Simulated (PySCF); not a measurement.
Molecule: `C(=C)CCC`, C5H10.

Mapped SMILES: `[CH2:1]=[CH:2][CH2:3][CH2:4][CH3:5]`. Each H is labelled by its parent atom. Ha(C1) is cis to C3; Hb(C1) is trans to C3.

Geometry PBE0-D3(BJ)/def2-SVP throughout; GIAO in PySCF 2.14, gas phase, one conformer, non-relativistic; equivalent atoms averaged; basis pcSseg-1.

Q: How do the shifts δ (against TMS at the same level) depend on the functional? (a selection of nuclei; ppm; last column core-seconds on shared hosts with different chips, so compare them loosely; the GGAs took longer than the global hybrids here, which isn't the general rule, and the cause wasn't traced)

A: 
```csv
functional,kind,C1,C3,C5,H(C2),Ha(C1),Hb(C1),H(C3),H(C4),H(C5),core-s
HF,Hartree–Fock,121.4,35.8,16.1,5.91,5.32,5.14,1.73,1.10,1.04,4.2
LDA,LDA,125.5,45.8,15.5,6.15,5.41,5.24,2.01,1.32,1.01,12
PBE,GGA,119.3,44.3,17.0,6.02,5.28,5.13,1.97,1.30,1.02,17
BLYP,GGA,118.4,45.5,17.8,5.94,5.16,5.00,1.96,1.31,1.05,16
BP86,GGA,119.3,44.0,17.1,6.00,5.28,5.13,1.97,1.29,1.03,16
OPBE,GGA,115.0,41.1,16.9,6.02,5.30,5.23,1.96,1.29,1.00,16
KT2,GGA,112.0,43.2,16.9,5.84,5.14,4.97,1.93,1.28,1.03,17
KT3,GGA,110.0,42.3,17.6,5.80,5.08,4.95,1.93,1.29,1.03,16
B97-D,GGA,114.9,43.1,17.7,5.92,5.17,5.03,1.96,1.31,1.06,16
B3LYP,global hybrid,120.7,43.2,17.2,5.93,5.22,5.06,1.90,1.25,1.04,12
PBE0,global hybrid,121.9,41.6,16.6,6.03,5.34,5.21,1.88,1.22,1.01,14
mPW1PW91,global hybrid,121.7,41.2,16.7,5.97,5.32,5.19,1.88,1.22,1.01,12
WP04,global hybrid,120.1,40.9,18.0,5.61,5.00,4.91,1.82,1.19,0.98,9.9
B97-2,global hybrid,118.6,41.0,17.0,5.94,5.27,5.14,1.89,1.23,1.02,9.3
BHandHLYP,global hybrid,122.4,40.3,16.6,5.91,5.27,5.11,1.83,1.19,1.03,9.4
CAM-B3LYP,range-separated hybrid,123.7,41.6,16.3,5.96,5.30,5.13,1.86,1.23,1.03,13
wB97X-D,range-separated hybrid,122.6,40.3,16.5,5.97,5.35,5.20,1.84,1.19,1.01,12
LC-wPBE,range-separated hybrid,126.9,38.1,15.5,6.02,5.45,5.33,1.80,1.16,0.98,19
```

Q: Which nucleus among those listed moves most, in ppm?

A: C1 (terminal =CH2 carbon): from 110.0 ppm with KT3 to 126.9 ppm with LC-wPBE. The smallest spread is 0.08 ppm, at H(C5). Proton shifts span only some 12 ppm, so a few tenths of a ppm matter as much there as several ppm in carbon.
